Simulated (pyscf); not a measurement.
Four-centre exchange: HO–Si(O–SiH₃)(O–SiH₃)–O–SiH₃ + HF -> F–Si(O–SiH₃)(O–SiH₃)–O–SiH₃ + H₂O

Gas phase, singlet surface, charge 0. Bonds broken: Si3–O8, H19–F20. Bonds formed: Si3–F20, O8–H19. Structures and frequencies: ωB97X-D3(BJ)/def2-SVP in PySCF.

Transition state (Å):

```xyz
20

Si    -1.7247     1.6560     2.3082
O     -1.6008     0.9562     0.7868
Si    -0.6482    -0.2293     0.1883
O     -1.2414    -0.4587    -1.3412
Si    -0.5242    -0.1831    -2.8205
O      0.9515    -0.0181    -0.0802
Si     2.2869     0.0546     0.9400
O     -1.1192    -1.8905     0.7480
H     -0.4111     2.1395     2.8043
H     -2.3506     0.7088     3.2713
H     -2.6365     2.8209     2.1383
H      0.5738    -1.1607    -3.0667
H      0.0184     1.2021    -2.9016
H     -1.5731    -0.3634    -3.8616
H      2.1244     1.1118     1.9704
H      3.4353     0.4069     0.0604
H      2.5496    -1.2702     1.5611
H     -2.0183    -2.1981     0.5685
H     -0.7967    -1.6104     1.7397
F     -0.1192    -0.5596     2.1522
```

One imaginary mode, 480i cm⁻¹; descent along it reached the two sides named, in the forms told below.

```json
[
 {"bond": "Si3–O8", "change": "breaks", "reactant side (Å)": "1.682", "saddle": "1.815", "product side": "2.130"},
 {"bond": "H19–F20", "change": "breaks", "reactant side (Å)": "0.949", "saddle": "1.317", "product side": "3.2"},
 {"bond": "Si3–F20", "change": "forms", "reactant side (Å)": "3.0", "saddle": "2.061", "product side": "1.625"},
 {"bond": "O8–H19", "change": "forms", "reactant side (Å)": "1.653", "saddle": "1.080", "product side": "0.969"}
]
```

Electronic energies relative to the separated reactants (kJ/mol):

| level | barrier | reaction energy | reverse barrier |
|---|---|---|---|
| ωB97X-D3(BJ)/def2-TZVP | 58.9 | -40.4 | 99.2 |
| PBE/def2-TZVP | 46.3 | -46.8 | 93.1 |
| r²SCAN/def2-TZVP | 46.0 | -46.2 | 92.2 |
| B3LYP-D3(BJ)/def2-TZVP | 61.6 | -43.9 | 105.5 |
| PBE0-D3(BJ)/def2-TZVP | 54.2 | -40.8 | 95.0 |
| M06-2X/def2-TZVP | 56.6 | -41.3 | 97.9 |
| ωB97M-D3(BJ)/def2-TZVP | 55.9 | -43.1 | 99.0 |
| HF/def2-TZVP | 127.3 | -54.5 | 181.8 |

With ωB97M-D3(BJ)/def2-TZVP energies and thermal terms (ideal gas, 1 atm, RRHO with modes under 100 cm⁻¹ raised to 100, one conformer, R ln 2 for rigid chiral ones), in kJ/mol:

```csv
T (K),ΔH‡,ΔG‡,ΔH,ΔG
298,56.0,108.8,-40.9,-42.7
600,53.5,163.6,-43.1,-43.8
900,53.5,218.7,-45.2,-43.7
1200,54.6,273.6,-47.0,-42.9
```

On the reactant side the descent ends in a bound adduct, 39.7 kJ/mol under the separated species and 98.6 kJ/mol under the saddle at ωB97X-D3(BJ)/def2-TZVP. On the product side the descent ends in an adduct with a O–Si contact (not fully relaxed), 1.9 kJ/mol over the separated species and 97.3 kJ/mol under the saddle at ωB97X-D3(BJ)/def2-TZVP. What is counted as broken (O–Si) persists as a longer contact in the product adduct; parting that adduct is a step of its own. This is the saddle that the search found; another between the same sides may lie lower.
